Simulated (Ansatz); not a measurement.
Job for Ansatz (a quantum-chemistry and plane-wave program): R-B3LYP-D3(BJ)/def2-TZVP on dimethyl ether (SMILES COC).

Ansatz 0.2 input:
```yaml
crystal:
  periodic: [false, false, false]
  atoms:
    - {symbol: C, position_ang: [-1.16523652, 0.00692399, -0.10751502]}
    - {symbol: O, position_ang: [0.01943469, -0.58172144, -0.57635887]}
    - {symbol: C, position_ang: [1.16737856, -0.06801609, 0.04692278]}
    - {symbol: H, position_ang: [-1.98355209, -0.45829899, -0.65308717]}
    - {symbol: H, position_ang: [-1.29808329, -0.16653330, 0.96817057]}
    - {symbol: H, position_ang: [-1.17253328, 1.08910855, -0.29082556]}
    - {symbol: H, position_ang: [1.14405547, -0.24145582, 1.13053511]}
    - {symbol: H, position_ang: [2.01868203, -0.58994930, -0.38510098]}
    - {symbol: H, position_ang: [1.26985444, 1.00994238, -0.13274087]}
basis:
  gaussian:
    orbitals: def2-TZVP
hamiltonian:
  xc: b3lyp
  dispersion: d3bj
relax: {f_tol: 0.003, max_steps: 120}
scf: {lower_state_search: off}
```

Output:

```
WARN ansatz: RAYON_NUM_THREADS=1 ignored (pool sized by the plan → 1); use --threads N
Functional definition: B3LYP
these checks for a lower state are left out or cut short: stability, starts, cluster_reference, orbital_swaps, neighbouring_geometries, increment
integrals: 0.03 GiB planned
775 factors; their error is unknown
mean field: 0.39 GiB planned
mean field evaluation 1: about -4213.9092 eV, gradient 5.4e1 eV
mean field evaluation 2: about -4209.5068 eV, gradient 7.1e1 eV
mean field evaluation 4: about -4220.3034 eV, gradient 3.4e0 eV
mean field evaluation 8: about -4220.3114 eV, gradient 3.6e-2 eV
mean field evaluation 16: about -4220.3114 eV, gradient 2.1e-5 eV
mean field -4220.31136826 eV, -155.0935821538 hartree, gradient 3.2e-6 eV, S^2 0.000000; 0 other end points of the search recorded, 0 dependent functions left out
the calculation of the forces begins
reference -4220.31160734 eV, -155.0935909399 hartree; 13, 13 occupied and 116, 116 virtual orbitals, 775 factors
relax step   1: F+E_penalty+E_count = -4220.49614054 eV  Δ(F+E_penalty+E_count) = +0.000e0 eV  max|allowed force component| = 1.470e-1 eV/Å  Δτ_max = 0.0000 Å  (15 SCF iters, accepted)
these checks for a lower state are left out or cut short: stability, starts, cluster_reference, orbital_swaps, neighbouring_geometries, increment
integrals: 0.03 GiB planned
775 factors; their error is unknown
mean field: 0.39 GiB planned
mean field -4220.31455531 eV, -155.0936992757 hartree, gradient 1.2e-6 eV, S^2 0.000000; 0 other end points of the search recorded, 0 dependent functions left out
the calculation of the forces begins
reference -4220.31479452 eV, -155.0937080665 hartree; 13, 13 occupied and 116, 116 virtual orbitals, 775 factors
relax step   2: F+E_penalty+E_count = -4220.49898041 eV  Δ(F+E_penalty+E_count) = -2.840e-3 eV  max|allowed force component| = 6.843e-2 eV/Å  Δτ_max = 0.0127 Å  (21 SCF iters, accepted)
these checks for a lower state are left out or cut short: stability, starts, cluster_reference, orbital_swaps, neighbouring_geometries, increment
integrals: 0.03 GiB planned
775 factors; their error is unknown
mean field: 0.39 GiB planned
mean field evaluation 32: about -4220.3148 eV, gradient 1.2e-6 eV
mean field -4220.31481482 eV, -155.0937088127 hartree, gradient 1.2e-6 eV, S^2 0.000000; 0 other end points of the search recorded, 0 dependent functions left out
the calculation of the forces begins
reference -4220.31505399 eV, -155.0937176017 hartree; 13, 13 occupied and 116, 116 virtual orbitals, 775 factors
relax step   3: F+E_penalty+E_count = -4220.49922444 eV  Δ(F+E_penalty+E_count) = -2.440e-4 eV  max|allowed force component| = 1.576e-2 eV/Å  Δτ_max = 0.0039 Å  (21 SCF iters, accepted)
these checks for a lower state are left out or cut short: stability, starts, cluster_reference, orbital_swaps, neighbouring_geometries, increment
integrals: 0.03 GiB planned
775 factors; their error is unknown
mean field: 0.39 GiB planned
mean field -4220.31480519 eV, -155.0937084586 hartree, gradient 1.2e-6 eV, S^2 0.000000; 0 other end points of the search recorded, 0 dependent functions left out
the calculation of the forces begins
reference -4220.31504429 eV, -155.0937172452 hartree; 13, 13 occupied and 116, 116 virtual orbitals, 775 factors
relax step   4: F+E_penalty+E_count = -4220.49924428 eV  Δ(F+E_penalty+E_count) = -1.984e-5 eV  max|allowed force component| = 4.498e-3 eV/Å  Δτ_max = 0.0012 Å  (21 SCF iters, accepted)
these checks for a lower state are left out or cut short: stability, starts, cluster_reference, orbital_swaps, neighbouring_geometries, increment
integrals: 0.03 GiB planned
775 factors; their error is unknown
mean field: 0.39 GiB planned
mean field -4220.31479624 eV, -155.0937081299 hartree, gradient 1.2e-6 eV, S^2 0.000000; 0 other end points of the search recorded, 0 dependent functions left out
the calculation of the forces begins
reference -4220.31503532 eV, -155.0937169157 hartree; 13, 13 occupied and 116, 116 virtual orbitals, 775 factors
relax step   5: F+E_penalty+E_count = -4220.49924568 eV  Δ(F+E_penalty+E_count) = -1.396e-6 eV  max|allowed force component| = 2.072e-4 eV/Å  Δτ_max = 0.0004 Å  (21 SCF iters, accepted)
Total energy: -4220.49948475 eV, -155.1004953073 hartree
Atom 0 at    -1.167571     0.005103    -0.110045 Å, force     0.000031    -0.000099    -0.000133 eV/Å
Atom 1 at     0.019700    -0.588889    -0.583356 Å, force    -0.000026     0.000079     0.000071 eV/Å
Atom 2 at     1.169760    -0.070529     0.045234 Å, force    -0.000018    -0.000121    -0.000089 eV/Å
Atom 3 at    -1.997940    -0.451835    -0.646316 Å, force    -0.000150    -0.000128    -0.000105 eV/Å
Atom 4 at    -1.299965    -0.164654     0.966979 Å, force     0.000060     0.000010     0.000207 eV/Å
Atom 5 at    -1.175560     1.088050    -0.293046 Å, force     0.000064     0.000193    -0.000039 eV/Å
Atom 6 at     1.147304    -0.243539     1.129618 Å, force    -0.000050    -0.000033     0.000187 eV/Å
Atom 7 at     2.032541    -0.582507    -0.378300 Å, force     0.000153    -0.000098    -0.000113 eV/Å
Atom 8 at     1.271730     1.008801    -0.130768 Å, force    -0.000064     0.000196     0.000014 eV/Å
Dipole moment:    -0.006186     0.184920     0.183182 e Å
Checks for a lower state left out: stability, starts, cluster_reference, orbital_swaps, neighbouring_geometries, increment
```

The calculation finished and met its thresholds.

Cost: very roughly 8 core-seconds.
